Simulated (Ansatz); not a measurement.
Reaction: C4H8 (2-methylprop-1-ene, SMILES C=C(C)C) → C3H5 (SMILES C=[C]C, doublet) + CH3 (SMILES [CH3], doublet) (the C-C bond breaks)
Each species at its own B3LYP-D3(BJ)/def2-TZVP minimum (Ansatz, a program for electronic structure).

Wanted: bond dissociation energy (electronic), in kcal/mol. Open shells are spin-unrestricted; no spin-orbit coupling. CBS(X,Y): correlation extrapolated as X^-3, Hartree-Fock from the larger set. A bracket is a step between two methods taken in the basis named. The functionals are non-relativistic, so their misses hold any scalar relativity. '+ core + X2C': CCSD(T) terms for core correlation (cc-pwCVTZ) and scalar relativity (cc-pVTZ-DK). The UHF reference of C3H5 (C=[C]C, doublet) is spin-contaminated (<S^2> up to 0.16 over the pure value in the sets run).

CCSD(T)/CBS(cc-pVTZ,cc-pVQZ) + [CCSDT(Q) - CCSD(T)]/cc-pVDZ + core + X2C (Ansatz) gives 105.5 kcal/mol.

Q: What does PBE/def2-TZVPD (Ansatz) give here, and how do the other levels compare?

A: PBE gives 101.0 kcal/mol, 4.5 kcal/mol below it. Differences of the others: B3LYP/def2-TZVPD (Ansatz) -8.7; wB97M-V/def2-TZVPD (Ansatz) 0.2; CCSD(T)/CBS(cc-pVTZ,cc-pVQZ) + core + X2C (Ansatz) 0.5 kcal/mol.
